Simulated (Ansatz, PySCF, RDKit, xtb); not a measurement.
**C3H4Cl2: which of the isomers drawn lies lowest?**

Which of a sample of isomers of C3H4Cl2 is the most stable in the gas at 298.15 K, and what are its properties? The sample is small against all isomers, and the most stable one of this formula need not be in it.

The funnel: GFN2-xTB relaxations, single points with a density functional, relaxations at B3LYP/def2-SVP, harmonic vibrations, and a last energy at a higher level. All values are calculated.

## (1) Candidates

Isomers were taken from a list of plausible structures; this is a sample, not all of them. That gives 3 candidates.

```
label               SMILES     spin
 c016          ClC1(Cl)CC1  singlet
 c598  Cl[C@@H]1C[C@@H]1Cl  singlet
 c822   Cl[C@@H]1C[C@H]1Cl  singlet
```

Candidates are built by distance geometry, with a force field where one applies, in up to four conformers (letters a to d).

**Question.** With final energies at CCSD(T)/def2-SVP + MP2/def2-TZVPP - MP2/def2-SVP, which structure will this search put lowest in free energy, and by what margin?

| quantity | value |
| --- | --- |
| lowest structure found | Cl[C@@H]1C[C@H]1Cl, singlet, C2 |
| next finalist | ClC1(Cl)CC1, singlet, 1.8 kcal/mol higher in G |
| share at equilibrium, among the finalists | 92.9 % |
| harmonic wavenumbers, lowest and highest (B3LYP/def2-SVP) | 177 and 3229 cm⁻¹ |
| rotational constants, same geometry | 0.2999, 0.04744, 0.04339 cm⁻¹ |
| dipole moment (PBE0/def2-TZVPD) | 1.31 D |
| HOMO energy (PBE0/def2-TZVPD) | -7.99 eV |
| LUMO energy (PBE0/def2-TZVPD) | -0.30 eV |
| HOMO–LUMO gap (PBE0/def2-TZVPD) | 7.69 eV |
| lowest excitation (TD-PBE0/def2-SVPD) | 6.31 eV (f = 0.014) |
| strongest of the states computed, same level | 8.04 eV (f = 0.034) |
| lowest triplet excitation, same level, Tamm-Dancoff | 5.68 eV |
| vertical ionisation energy | 10.01 eV |
| vertical electron affinity | -0.92 eV (unbound: the value depends on the basis) |
| vertical triplet less singlet | +5.71 eV |

The search ends on `Cl[C@@H]1C[C@H]1Cl`. The margin, 1.8 kcal/mol, is modest. HF/STO-3G, r2SCAN-D4/def2-SVP, B3LYP/def2-SVP, HF/def2-SVP and MP2/def2-SVP already put its bonding pattern lowest among the structures in one piece; GFN2-xTB favours the singlet ClC1(Cl)CC1. The search is not exhaustive (a finite list of starts, one conformer a finalist), so a lower isomer can't be ruled out. Only 3 drawn patterns were tried, so whole families of isomers are missing, and the result ranks this sample alone.
